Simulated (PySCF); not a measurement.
C₅H₆.
Numbering: `[CH:1]#[C:2]/[CH:3]=[CH:4]/[CH3:5]` (hydrogens: H6 on C1; H7 on C3; H8 on C4; H9, H10, H11 on C5)

The same species was optimised twice, with GFN2-xTB and with PBE0-D3(BJ)/def2-SVP (PySCF), and the same property calculations (PySCF, gas phase) were run on both structures.

| coordinate | GFN2-xTB | PBE0-D3(BJ)/def2-SVP | change |
| --- | --- | --- | --- |
| C1–H6 (Å) | 1.049 | 1.074 | +0.025 |
| C4–H8 (Å) | 1.082 | 1.096 | +0.014 |
| C3–H7 (Å) | 1.084 | 1.098 | +0.014 |
| C1≡C2 (Å) | 1.201 | 1.215 | +0.014 |
| C3=C4 (Å) | 1.331 | 1.344 | +0.013 |
| C5–H10 (Å) | 1.091 | 1.103 | +0.012 |
| C5–H11 (Å) | 1.091 | 1.103 | +0.012 |
| C2–C3 (Å) | 1.410 | 1.422 | +0.012 |
| C5–H9 (Å) | 1.088 | 1.100 | +0.012 |
| C4–C5 (Å) | 1.489 | 1.488 | -0.001 |
| C4–C3–H7 (°) | 121.0 | 119.5 | -1.5 |
| C3–C4–H8 (°) | 119.6 | 118.2 | -1.4 |
| C5–C4–H8 (°) | 116.0 | 117.2 | +1.2 |
| H10–C5–H11 (°) | 107.4 | 106.3 | -1.1 |
| C2–C3–H7 (°) | 115.6 | 116.6 | +1.0 |
| C4–C5–H10 (°) | 110.2 | 111.0 | +0.8 |
| C4–C5–H11 (°) | 110.2 | 111.0 | +0.8 |
| H9–C5–H10 (°) | 108.9 | 108.3 | -0.6 |

Rotational constants: A = 38662, B = 2285, C = 2187 MHz (GFN2-xTB) against A = 38333, B = 2243, C = 2147 MHz (PBE0-D3(BJ)/def2-SVP). Point groups within 0.08 Å: Cs and Cs.

On the GFN2-xTB structure: lowest singlet, TDDFT (eV) 5.51 [PBE0/def2-SVPD]; lowest triplet, Tamm–Dancoff (eV) 3.43 [PBE0/def2-SVPD]; isotropic polarisability (au) 63.2 [PBE0/def2-SVPD]; HOMO (eV) -6.84 [PBE0/def2-SVPD]; LUMO (eV) -0.68 [PBE0/def2-SVPD]; dipole (D) 1.14 [PBE0/def2-SVPD]; HOMO (eV) -6.83 [PBE0/pcSseg-1]; LUMO (eV) -0.63 [PBE0/pcSseg-1]; dipole (D) 1.14 [PBE0/pcSseg-1]; GIAO shielding of C1 (ppm) 101.1 [PBE0/pcSseg-1]; GIAO shielding of C2 (ppm) 100.0 [PBE0/pcSseg-1]; GIAO shielding of C3 (ppm) 70.5 [PBE0/pcSseg-1]; GIAO shielding of C4 (ppm) 34.4 [PBE0/pcSseg-1]; GIAO shielding of C5 (ppm) 163.9 [PBE0/pcSseg-1].

Problem. What do these properties become on the PBE0-D3(BJ)/def2-SVP structure?

Solution. 
```json
{"property": "lowest singlet, TDDFT (eV)", "level": "PBE0/def2-SVPD", "on GFN2-xTB": "5.51", "on PBE0-D3(BJ)/def2-SVP": "5.39", "change": "-0.12"}
{"property": "lowest triplet, Tamm–Dancoff (eV)", "level": "PBE0/def2-SVPD", "on GFN2-xTB": "3.43", "on PBE0-D3(BJ)/def2-SVP": "3.32", "change": "-0.11"}
{"property": "isotropic polarisability (au)", "level": "PBE0/def2-SVPD", "on GFN2-xTB": "63.2", "on PBE0-D3(BJ)/def2-SVP": "64.9", "change": "+1.7"}
{"property": "HOMO (eV)", "level": "PBE0/def2-SVPD", "on GFN2-xTB": "-6.84", "on PBE0-D3(BJ)/def2-SVP": "-6.81", "change": "+0.03"}
{"property": "LUMO (eV)", "level": "PBE0/def2-SVPD", "on GFN2-xTB": "-0.68", "on PBE0-D3(BJ)/def2-SVP": "-0.77", "change": "-0.09"}
{"property": "dipole (D)", "level": "PBE0/def2-SVPD", "on GFN2-xTB": "1.14", "on PBE0-D3(BJ)/def2-SVP": "1.13", "change": "-0.01"}
{"property": "energy, GFN2-xTB geometry as zero (kcal/mol)", "level": "PBE0/def2-SVPD", "on GFN2-xTB": "0.0", "on PBE0-D3(BJ)/def2-SVP": "-1.1", "change": "-1.1"}
{"property": "HOMO (eV)", "level": "PBE0/pcSseg-1", "on GFN2-xTB": "-6.83", "on PBE0-D3(BJ)/def2-SVP": "-6.81", "change": "+0.02"}
{"property": "LUMO (eV)", "level": "PBE0/pcSseg-1", "on GFN2-xTB": "-0.63", "on PBE0-D3(BJ)/def2-SVP": "-0.72", "change": "-0.09"}
{"property": "dipole (D)", "level": "PBE0/pcSseg-1", "on GFN2-xTB": "1.14", "on PBE0-D3(BJ)/def2-SVP": "1.13", "change": "-0.01"}
{"property": "energy, GFN2-xTB geometry as zero (kcal/mol)", "level": "PBE0/pcSseg-1", "on GFN2-xTB": "0.0", "on PBE0-D3(BJ)/def2-SVP": "-0.3", "change": "-0.3"}
{"property": "GIAO shielding of C1 (ppm)", "level": "PBE0/pcSseg-1", "on GFN2-xTB": "101.1", "on PBE0-D3(BJ)/def2-SVP": "98.5", "change": "-2.6"}
{"property": "GIAO shielding of C2 (ppm)", "level": "PBE0/pcSseg-1", "on GFN2-xTB": "100.0", "on PBE0-D3(BJ)/def2-SVP": "99.5", "change": "-0.5"}
{"property": "GIAO shielding of C3 (ppm)", "level": "PBE0/pcSseg-1", "on GFN2-xTB": "70.5", "on PBE0-D3(BJ)/def2-SVP": "66.7", "change": "-3.8"}
{"property": "GIAO shielding of C4 (ppm)", "level": "PBE0/pcSseg-1", "on GFN2-xTB": "34.4", "on PBE0-D3(BJ)/def2-SVP": "31.7", "change": "-2.7"}
{"property": "GIAO shielding of C5 (ppm)", "level": "PBE0/pcSseg-1", "on GFN2-xTB": "163.9", "on PBE0-D3(BJ)/def2-SVP": "162.4", "change": "-1.5"}
```

The heavy atoms differ by 0.016 Å rms after alignment. Among all bonds C1–H6 changes most (+0.025 Å). Changes are differences of the printed values. Neither structure is proved a minimum here.
